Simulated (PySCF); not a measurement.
## Argon: a sound run and one with changed settings

Sound run: Ar [Ar], Ar⁺ [Ne] 3s2 3p5. Calculation: PySCF 2.14, in jorge-DZP-DKH; scalar relativity by spin-free X2C-1e. In the sound run the correlated levels freeze [Ne]. The sound run starts from symmetry-adapted Hartree-Fock orbitals and uses a fine grid where one is needed.

Changed run: basis STO-3G, all-electron and non-relativistic. This setting is unsound on purpose.

```json
{"species": "Ar", "method": "UHF", "sound run (hartree)": "-528.61208", "changed run (hartree)": "-521.22288", "converged": "yes"}
{"species": "Ar", "method": "MN15", "sound run (hartree)": "-529.54552", "changed run (hartree)": "-520.70444", "converged": "yes"}
{"species": "Ar", "method": "M06-L", "sound run (hartree)": "-529.33819", "changed run (hartree)": "-521.86976", "converged": "yes"}
{"species": "Ar", "method": "MP2", "sound run (hartree)": "-528.76245", "changed run (hartree)": "-521.22288", "converged": "yes"}
{"species": "Ar⁺", "method": "UHF", "sound run (hartree)": "-528.07394", "changed run (hartree)": "-520.72694", "converged": "yes"}
{"species": "Ar⁺", "method": "MN15", "sound run (hartree)": "-528.96327", "changed run (hartree)": "-520.15650", "converged": "yes"}
{"species": "Ar⁺", "method": "M06-L", "sound run (hartree)": "-528.75359", "changed run (hartree)": "-521.31612", "converged": "yes"}
{"species": "Ar⁺", "method": "MP2", "sound run (hartree)": "-528.19531", "changed run (hartree)": "-520.72694", "converged": "yes"}
```

Ionisation energy of Ar:

| method | sound run (eV) | changed run (eV) |
| --- | --- | --- |
| UHF | 14.644 | 13.495 |
| MN15 | 15.844 | 14.910 |
| M06-L | 15.908 | 15.065 |
| MP2 | 15.433 | 13.495 |
| SCS-MP2 | 15.343 | 13.495 |

A minimal basis cannot let orbitals breathe on ionisation and holds almost no correlation. The Hamiltonian changed with the basis, so the totals do not compare.

For comparison, NIST gives 15.760 eV between the lowest levels.
